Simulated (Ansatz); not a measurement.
Consider the hydrogen abstraction from the Al–H bond: `[F][AlH][F]` + F• → `[F][Al][F]`• + H–F.

Isolated molecules relaxed with PBE0-D4/def2-TZVP in Ansatz; ΔE leaves out vibrations. CCSD(T)/CBS is extrapolated from def2-TZVPP and def2-QZVPP, frozen cores. Functionals use def2-TZVPP. Open shells (•) are unrestricted, without spin–orbit coupling. Spin–orbit coupling would lower the free atoms: a little for F.

```csv
level,ΔE (kJ/mol)
revPBE-D4,-230.2
r2SCANh,-212.1
```

(1) What does CCSD(T)/CBS give? (Estimate.)

Largest T1 diagnostic among the species: 0.015.

Results:

(1) The calculation gave: -218.7 kJ/mol. The listed levels differ from it by -11.5, 6.6 kJ/mol.

From PBE to PBE0 (25 % exact exchange), in def2-TZVPP and without D4, ΔE moves by +26.0 kJ/mol. In def2-TZVPP, CCSD(T) changes the Hartree–Fock value by −90.8 kJ/mol (the triples alone add −8.2 kJ/mol) and MP2 by −125.1 kJ/mol. Leaving LDA and LC-ωPBE aside and taking each functional with its dispersion term where it has one, the values, not all of them listed here, spread over 66.3 kJ/mol, from PBE-D4 to BHLYP-D4. LDA lies −49.5 kJ/mol from PBE without D4.

CCSD(T)/CBS has its own doubt, a few kJ/mol and more with outer-core shells, so smaller differences from it don't rank the levels.
